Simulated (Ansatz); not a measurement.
## MgCd$_{3}$: computed properties

Method: DFT r2SCAN, scalar-relativistic, plane waves, PAW in Ansatz.

Plane waves to 500 eV, a k mesh through Γ of 10×10×10 on the computed 4-atom cell and Gaussian smearing (0.10 eV); no spin polarisation.

The structure is relaxed at this level of theory with its symmetry kept. Whether it is the stable form of this composition wasn't checked.

```cif
data_structure
_symmetry_space_group_name_H-M 'Pm-3m'
_symmetry_Int_Tables_number 221
_cell_length_a 4.3970
_cell_length_b 4.3970
_cell_length_c 4.3970
_cell_angle_alpha 90.000
_cell_angle_beta 90.000
_cell_angle_gamma 90.000
_cell_volume 85.01
loop_
_atom_site_label
_atom_site_type_symbol
_atom_site_symmetry_multiplicity
_atom_site_Wyckoff_symbol
_atom_site_fract_x
_atom_site_fract_y
_atom_site_fract_z
_atom_site_occupancy
Mg1 Mg 1 a 0.00000 0.00000 0.00000 1
Cd1 Cd 3 c 0.50000 0.50000 0.00000 1
```

```
Space group                                                       : Pm-3m (No. 221)
Volume per atom                                                   : 21.25 Å³
Formation energy from the elements' standard states (uncorrected) : -0.052 eV/atom
Generalised Kohn–Sham band gap                                    : none (metal)
Density of states at the Fermi level                              : 1.31 states/eV per cell
Bulk modulus                                                      : 54 GPa
Its pressure derivative                                           : 4.9
Bader charges (e)                                                 : Mg (1 in the cell) 1.51, Cd (3 in the cell) -0.50
```

Cost: 6 runs of about 4.6 core-minutes in all, on Arm Neoverse V1 (shared hosts).